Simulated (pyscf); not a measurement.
**Hydrogen abstraction: H₂N–Ti(NH₂)(Cl)–Cl (SMILES [NH2][Ti]([NH2])([Cl])[Cl]) + H• (SMILES [H]) -> [HN–Ti(NH₂)(Cl)–Cl]• (SMILES [NH][Ti]([NH2])([Cl])[Cl]) + H₂ (SMILES [H][H])**

Gas phase, doublet surface, charge 0. Bonds broken: N1–H6. Bonds formed: H6–H10. Structures and frequencies: ωB97X-D3(BJ)/def2-SVP in PySCF.

Transition state (Å):

```xyz
10

N      1.4322     1.0864     0.5774
Ti    -0.2205     0.4462     0.1569
N      0.0751    -0.6456    -1.2817
Cl    -1.5360     2.1032    -0.4588
Cl    -1.0051    -0.7600     1.8255
H      1.3072     1.9241     1.6682
H      2.4380     1.1322     0.4169
H     -0.0120    -0.3459    -2.2517
H      0.2342    -1.6496    -1.2125
H      1.3352     2.4605     2.3533
```

One imaginary mode, 1106i cm⁻¹; descent along it reached the two sides named.

| bond | change | reactant side (Å) | saddle | product side |
|---|---|---|---|---|
| N1–H6 | breaks | 1.019 | 1.381 | 2.9 |
| H6–H10 | forms | 2.9 | 0.871 | 0.761 |

Electronic energies relative to the separated reactants (eV):

```
level                   barrier  reaction energy  reverse barrier
----------------------  -------  ---------------  ---------------
ωB97X-D3(BJ)/def2-TZVP     0.74            +0.40             0.35
PBE/def2-TZVP              0.46            +0.24             0.22
r²SCAN/def2-TZVP           0.44            +0.16             0.28
B3LYP-D3(BJ)/def2-TZVP     0.46            +0.15             0.31
PBE0-D3(BJ)/def2-TZVP      0.64            +0.39             0.25
M06-2X/def2-TZVP           0.83            +0.46             0.37
ωB97M-D3(BJ)/def2-TZVP     0.75            +0.39             0.36
HF/def2-TZVP               1.21            +0.32             0.90
```

With ωB97M-D3(BJ)/def2-TZVP energies and thermal terms (ideal gas, 1 atm, RRHO with modes under 100 cm⁻¹ raised to 100, one conformer, R ln 2 for rigid chiral ones), in eV:

```
T (K)   ΔH‡   ΔG‡     ΔH     ΔG
-----  ----  ----  -----  -----
298    0.65  0.91  +0.33  +0.27
600    0.63  1.19  +0.33  +0.20
900    0.63  1.47  +0.32  +0.13
1200   0.62  1.75  +0.30  +0.07
```

One saddle was located; it need not be the lowest between these sides. The angle at the transferred H is 173°. Open-shell species with a d-block atom are single-reference here; other states, and whether the spin sits on metal or ligand, were not checked.
